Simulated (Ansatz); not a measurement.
# CH2, triplet in cc-pVDZ: errors against full CI

Geometry: a point of a stretch scan, not a stationary point.

```xyz
3

C     0.0000   -0.0541   -0.0132
H     0.0000    0.2840   -0.8257
H     0.0000    0.3604    0.9830
```

Basis cc-pVDZ; Ansatz 0.2.0. Only valence electrons are correlated (noble-gas cores frozen), which leaves 6 electrons in 23 orbitals. Prefix R: restricted or restricted open-shell reference; prefix U: unrestricted. Active spaces: pair = (4e, 4o) about the gap; valence = (6e, 6o) chosen from the atoms' valence shells.

Full CI is exact within this basis and frozen core; it isn't the basis-set limit. The frozen core follows each run's orbitals, which can shift R against U totals by a few meV.

For open shells CISD is restricted-active-space CI with the open shells as a complete middle space.

```
UHF ⟨S²⟩                          : 2.014
T1 diagnostic (RCCSD)             : 0.0190
largest doubles amplitude (RCCSD) : 0.030
T1 diagnostic (UCCSD)             : 0.0083
```

Q: From what is known of these methods and the diagnostics, rank them by the size of their error in total energy against full CI in cc-pVDZ, smallest first (an estimate: the text doesn't fix the numbers).
A. UCCSD(T)
B. CISD
C. MRCISD (pair space)
D. NEVPT2 (valence space)
E. CASSCF (valence space)

A: A (0.34 mEh), C (3.48 mEh), B (4.21 mEh), D (18.93 mEh), E (82.49 mEh).

All errors are against full CI in cc-pVDZ. Within each family the higher level lies nearer, as is usual though not guaranteed.

The full-CI state has the irrep A'' of Cs, in the program's axes.

Natural occupations of full CI about the gap: 1.970 1.961 0.992 0.991 0.024 0.014 0.007 0.007 0.007 0.006; effectively unpaired electrons, Σ n²(2−n)², 2.01.
